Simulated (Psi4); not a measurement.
# One shape, several levels: NO2F (nitryl fluoride)

We compute a comparison of 3 runs (BHLYP/6-31G**, PBE0/def2-SVP, MP4/cc-pVDZ) of NO2F (nitryl fluoride). Input form: a Python script.

Program for the calculation: Psi4 1.11.

3 further runs of the same task are left out: 1 that didn't finish, 2 set aside as unsound or not needed.

## Step 1: Starting point

NO2F: 4 atoms, total charge 0, spin state singlet. SMILES: `O=[N+]([O-])F`. The shape is that of a GFN2-xTB optimisation.

Bond lengths: O1–N2 1.145 Å, N2–O3 1.145 Å. Angles: O1–N2–O3 140.2°. A long bond or contact: N2–F4 1.545 Å.

## Step 2: Energy and gradient at BHLYP/6-31G(d,p) (density fitting, spherical functions) (run 1)

calc.py

```python
import psi4

psi4.set_memory('1600 MB')
psi4.set_num_threads(1)
psi4.core.set_output_file('output.dat', False)

geom = psi4.geometry("""
0 1
O
N 1 1.145372
O 2 1.145387 1 140.2036
F 2 1.544654 1 109.88862 3 179.88616
units angstrom
symmetry c1
""")

options = {'scf_type': 'disk_df', 'puream': True, 'scf_initial_accelerator': 'ediis'}
psi4.set_options(options)

e, wfn = psi4.gradient("bhhlyp/6-31G**", return_wfn=True)
print('gradient / Eh bohr^-1')
print(e.np.round(6))
print(f'energy = {wfn.energy():.10f} Eh')
```

On the command line:

```console
python calc.py
```

output.dat:

```text
[...]
  Running in c1 symmetry.
[...]
  Nuclear repulsion =  123.467887313619443
[...]
  Multiplicity = 1
[...]
  Nalpha       = 16
  Nbeta        = 16
[...]
    Number of basis functions: 56
[...]
   @DF-RKS iter   1:  -304.53070778433886   -6.51719e-02   1.27596e-02 DIIS/EDIIS
[...]
   @DF-RKS iter  12:  -304.70691599436844   -3.41061e-13   2.65462e-09 DIIS
[...]
    Orbital Energies [Eh]
    ---------------------
    Doubly Occupied:
       1A    -25.326595     2A    -19.833647     3A    -19.833566
       4A    -15.198473     5A     -1.532036     6A     -1.356947
       7A     -1.321436     8A     -0.802316     9A     -0.732343
      10A     -0.730586    11A     -0.694550    12A     -0.529429
      13A     -0.502067    14A     -0.469319    15A     -0.464067
      16A     -0.451913
[...]
  @DF-RKS Final Energy:  -304.70691599436844
   => Energetics <=
    Nuclear Repulsion Energy =            123.4678873136194426
    One-Electron Energy =                -663.9717377236522680
    Two-Electron Energy =                 253.6070793596362876
    DFT Exchange-Correlation Energy =     -17.8101449439719062
    Empirical Dispersion Energy =           0.0000000000000000
    VV10 Nonlocal Energy =                  0.0000000000000000
    Total Energy =                       -304.7069159943684440
[...]
 Multipole Moments:
 ------------------------------------------------------------------------------------
     Multipole            Electronic (a.u.)      Nuclear  (a.u.)        Total (a.u.)
 ------------------------------------------------------------------------------------
 L = 1.  Multiply by 2.5417464519 to convert [e a0] to [Debye]
 Dipole X            :          0.0007840           -0.0019323           -0.0011483
 Dipole Y            :          0.7727107           -1.1450561           -0.3723454
 Dipole Z            :          0.2796087           -0.4142771           -0.1346684
 Magnitude           :                                                    0.3959520
[...]
  -Total Gradient:
     Atom            X                  Y                   Z
    ------   -----------------  -----------------  -----------------
       1        0.000122868559     0.008145112239     0.035524939931
       2       -0.000379226658    -0.073126731688    -0.026452572811
       3        0.000122772891     0.028929884843    -0.022077227263
       4        0.000133478157     0.036027058988     0.012995376272
[...]
```

Standard output:

```text
gradient / Eh bohr^-1
[[ 0.000123  0.008145  0.035525]
 [-0.000379 -0.073127 -0.026453]
 [ 0.000123  0.02893  -0.022077]
 [ 0.000133  0.036027  0.012995]]
energy = -304.7069159944 Eh
```

Run time: 2.8 s. Hardware: 1 thread of Intel Xeon 6975P-C (Granite Rapids), shared host; peak memory 0.34 GiB.

## Step 3: Energy and forces at PBE0/def2-SVP (run 2)

job.py

```python
import psi4

psi4.set_memory('1600 MB')
psi4.set_num_threads(1)
psi4.core.set_output_file('output.dat', False)

mol = psi4.geometry("""
0 1
O      0.35666691     0.88051789     2.10829185
N      0.20732185    -0.18564669     0.23058438
O      0.89860257    -2.01098985    -0.70492454
F     -1.46259133     1.31611866    -1.63395169
units bohr
symmetry c1
no_reorient
no_com
""")

options = {'reference': 'rks', 'puream': True, 'e_convergence': 1e-09, 'd_convergence': 1e-08, 'scf_type': 'pk', 'dft_radial_points': 99, 'dft_spherical_points': 590}
psi4.set_options(options)

energy_value = psi4.gradient('pbe0/def2-SVP')
print('gradient / Eh bohr^-1')
print(energy_value.np.round(6))
for k, v in sorted(psi4.core.scalar_variables().items()):
    print(f'{k:45s} {v:18.10f}')
```

On the command line:

```console
python job.py
```

output.dat:

```text
[...]
  Running in c1 symmetry.
[...]
  Nuclear repulsion =  123.467880134202574
[...]
  Multiplicity = 1
[...]
  Nalpha       = 16
  Nbeta        = 16
[...]
    Number of basis functions: 56
[...]
   @RKS iter   1:  -304.18651537328833    6.94498e-02   1.22907e-02 ADIIS/DIIS
[...]
   @RKS iter  11:  -304.34539604156646   -2.89901e-12   3.59760e-09 DIIS
[...]
    Orbital Energies [Eh]
    ---------------------
    Doubly Occupied:
       1A    -24.775623     2A    -19.338039     3A    -19.338019
       4A    -14.738969     5A     -1.397315     6A     -1.234641
       7A     -1.174239     8A     -0.711324     9A     -0.666477
      10A     -0.653761    11A     -0.615862    12A     -0.452774
      13A     -0.421977    14A     -0.421787    15A     -0.410458
      16A     -0.382862
[...]
  @RKS Final Energy:  -304.34539604156646
   => Energetics <=
    Nuclear Repulsion Energy =            123.4678801342025736
    One-Electron Energy =                -663.6973103550674296
    Two-Electron Energy =                 261.7753409493115555
    DFT Exchange-Correlation Energy =     -25.8913067700131769
    Empirical Dispersion Energy =           0.0000000000000000
    VV10 Nonlocal Energy =                  0.0000000000000000
    Total Energy =                       -304.3453960415664596
[...]
 Multipole Moments:
 ------------------------------------------------------------------------------------
     Multipole            Electronic (a.u.)      Nuclear  (a.u.)        Total (a.u.)
 ------------------------------------------------------------------------------------
 L = 1.  Multiply by 2.5417464519 to convert [e a0] to [Debye]
 Dipole X            :          1.9293329           -1.6699132            0.2594197
 Dipole Y            :         -1.7346294            1.5017654           -0.2328640
 Dipole Z            :          2.1536926           -1.8645361            0.2891565
 Magnitude           :                                                    0.4529191
[...]
  -Total Gradient:
     Atom            X                  Y                   Z
    ------   -----------------  -----------------  -----------------
       1       -0.007421405720    -0.013221271645    -0.036335160588
       2        0.037281722374    -0.033258538798     0.041352375008
       3       -0.016305629866     0.034341383088     0.010011922057
       4       -0.013554064226     0.012137933630    -0.015028403346
[...]
```

The script printed:

```text
gradient / Eh bohr^-1
[[-0.007421 -0.013221 -0.036335]
 [ 0.037282 -0.033259  0.041352]
 [-0.016306  0.034341  0.010012]
 [-0.013554  0.012138 -0.015028]]
CURRENT ENERGY                                   -304.3453960416
CURRENT REFERENCE ENERGY                         -304.3453960416
DD SOLVATION ENERGY                                 0.0000000000
DFT FUNCTIONAL TOTAL ENERGY                      -304.3453960416
DFT TOTAL ENERGY                                 -304.3453960416
DFT VV10 ENERGY                                     0.0000000000
DFT XC ENERGY                                     -25.8913067700
GRID ELECTRONS ALPHA                               15.9999999755
GRID ELECTRONS BETA                                15.9999999755
GRID ELECTRONS TOTAL                               31.9999999510
NUCLEAR REPULSION ENERGY                          123.4678801342
ONE-ELECTRON ENERGY                              -663.6973103551
PCM POLARIZATION ENERGY                             0.0000000000
PE ENERGY                                           0.0000000000
SCF ITERATION ENERGY                             -304.3453960416
SCF ITERATIONS                                     11.0000000000
SCF TOTAL ENERGY                                 -304.3453960416
TWO-ELECTRON ENERGY                               261.7753409493
XC GRID RADIAL POINTS                              99.0000000000
XC GRID SPHERICAL POINTS                          590.0000000000
XC GRID TOTAL POINTS                           219630.0000000000
```

Run time: 5.7 s. Hardware: 1 thread of Intel Xeon 6975P-C (Granite Rapids), shared host; peak memory 0.55 GiB.

## Step 4: A single-point energy at MP4/cc-pVDZ (ZORA, density fitting) (run 3)

fno2.xyz

```xyz
4
FNO2
O      0.188740     0.465950     1.115660
N      0.109710    -0.098240     0.122020
O      0.475520    -1.064170    -0.373030
F     -0.773970     0.696460    -0.864650
```

calc.py

```python
import psi4

psi4.set_memory(1600000000)
psi4.set_num_threads(1)
psi4.set_output_file('output.dat', False)

with open('fno2.xyz') as f:
    atoms = ''.join(f.readlines()[2:])
molecule = psi4.geometry('0 1\n' + atoms + 'no_reorient\nno_com')

psi4.set_options(dict(reference='rhf', scf_type='df', freeze_core=False, soscf=True, relativistic='zora'))

e, wfn = psi4.energy('mp4/cc-pVDZ', return_wfn=True)
print('E =', round(e, 9))
```

On the command line:

```console
python calc.py
```

output.dat:

```text
[...]
  Running in c1 symmetry.
[...]
  Nuclear repulsion =  123.467880182532227
[...]
  Multiplicity = 1
[...]
  Nalpha       = 16
  Nbeta        = 16
[...]
    Number of basis functions: 56
[...]
   @DF-RHF iter   1:  -303.54773236349905   -2.66939e-01   1.35684e-02 DIIS/ADIIS
[...]
   @DF-RHF iter   7:  -303.75945721665261   -8.21956e-11   7.88289e-09 SOSCF, nmicro=conv
[...]
    Orbital Energies [Eh]
    ---------------------
    Doubly Occupied:
       1A    -26.386183     2A    -20.740841     3A    -20.740773
       4A    -16.015236     5A     -1.777233     6A     -1.578924
       7A     -1.577484     8A     -0.960241     9A     -0.871862
      10A     -0.853382    11A     -0.834172    12A     -0.678156
      13A     -0.652473    14A     -0.575215    15A     -0.563506
      16A     -0.555450
[...]
  @DF-RHF Final Energy:  -303.75945721665261
   => Energetics <=
    Nuclear Repulsion Energy =            123.4678801825322267
    One-Electron Energy =                -663.7324096734728300
    Two-Electron Energy =                 236.5050722742880112
    Total Energy =                       -303.7594572166526063
[...]
 Multipole Moments:
 ------------------------------------------------------------------------------------
     Multipole            Electronic (a.u.)      Nuclear  (a.u.)        Total (a.u.)
 ------------------------------------------------------------------------------------
 L = 1.  Multiply by 2.5417464519 to convert [e a0] to [Debye]
 Dipole X            :          1.9249531           -1.6699132            0.2550400
 Dipole Y            :         -1.7304973            1.5017654           -0.2287319
 Dipole Z            :          2.1486208           -1.8645361            0.2840847
 Magnitude           :                                                    0.4450481
[...]
      * MP2 total energy:                   -304.526608182628
[...]
      * MP3 total energy:                   -304.496818365492
[...]
```

The script printed:

```text
E = -304.554344889
```

Run time: 7.5 s. Hardware: 1 thread of Intel Xeon 6975P-C (Granite Rapids), shared host; peak memory 0.37 GiB.

## Step 5: Overview of the runs

| run | level | integrals | integral approximation | energy (Eh) | dipole moment (D) | HOMO energy (eV) | LUMO energy (eV) | wall time |
| --- | --- | --- | --- | --- | --- | --- | --- | --- |
| 1 | BHLYP/6-31G** (density fitting, spherical functions) | disk_df | program's default | -304.706916 | 1.01 | -12.30 | -0.94 | 2.8 s |
| 2 | PBE0/def2-SVP | pk | none | -304.345396 | 1.15 | -10.42 | -2.31 | 5.7 s |
| 3 | MP4/cc-pVDZ (ZORA, density fitting) | df | program's default | -304.554345 | – | -15.11 | 2.19 | 7.5 s |

## Step 6: Results

```
                                    quantity          value
                         run 3: total energy  -304.55434 Eh
  run 3: HOMO energy (Hartree–Fock orbitals)      -15.11 eV
  run 3: LUMO energy (Hartree–Fock orbitals)        2.19 eV
run 3: HOMO–LUMO gap (Hartree–Fock orbitals)       17.31 eV
                   run 3: correlation energy     -794.9 mEh
```

What this shows: Totals of different functionals can't be ranked against each other. All runs together took 16 s, the longest 7.5 s.
